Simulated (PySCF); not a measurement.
Hydroxy acetaldehyde, C₂H₄O₂.
Bonds: O1–C2 (double), C2–C3, C3–O4. Hydrogens: H5 on C2; H6, H7 on C3; H8 on O4.

An MMFF94s structure was refined with PBE0-D3(BJ)/def2-SVP geometry optimisation, gas phase (PySCF 2.14.0). Its MMFF94s values:

```csv
coordinate,MMFF94s
O1=C2,1.263 Å
C2–C3,1.547 Å
C2–H5,1.091 Å
C3–O4,1.305 Å
C3–H6,1.136 Å
O4–H8,0.970 Å
O1–C2–C3,125.9°
O1–C2–H5,116.3°
C2–C3–O4,111.4°
C2–C3–H6,106.2°
C3–C2–H5,117.8°
C3–O4–H8,109.9°
O4–C3–H6,107.6°
H6–C3–H7,106.6°
O1–C2–C3–O4,-9°
```

**Question.** How do these coordinates change at the PBE0-D3(BJ)/def2-SVP level?

**Answer.** 
```tsv
coordinate	PBE0-D3(BJ)/def2-SVP (Å or °)	change
C3–O4	1.379	+0.074
O1=C2	1.205	-0.058
C2–C3	1.501	-0.046
C2–H5	1.117	+0.026
C3–H6	1.112	-0.024
O4–H8	0.972	+0.002
O1–C2–H5	121.8	+5.5
O4–C3–H6	112.6	+5.0
O1–C2–C3	121.2	-4.7
C3–O4–H8	105.3	-4.6
H6–C3–H7	105.2	-1.4
C2–C3–H6	107.1	+0.9
C3–C2–H5	117.0	-0.8
C2–C3–O4	111.8	+0.4
O1–C2–C3–O4	0	+9
```

The energy falls by 0.454 eV over 11 energy and gradient evaluations, the largest force component goes from 0.0811 to 1.2e-04 Eh/bohr, and the atoms move by 0.080 Å rms after alignment. The bond that changes most is C3–O4 (carbinol carbon (C–OH) to alcohol oxygen), which lengthens by 0.074 Å. Bonds longer at the end by more than 0.005 Å: 3 of 7; shorter: 3. Among the dihedrals that turn most is C2–C3–O4–H8, from 17° to 0°. Rotational constants go from 19509, 6157, 4829 to 18566, 6708, 5083 MHz.

The run used 76 basis functions and 75 SCF cycles in all. The force-field search had found conformers at 0.0, 2.7 kcal/mol (up to eight listed); the lowest was the start.

Stationary, but not proved a minimum. The numbers are those of one conformer.
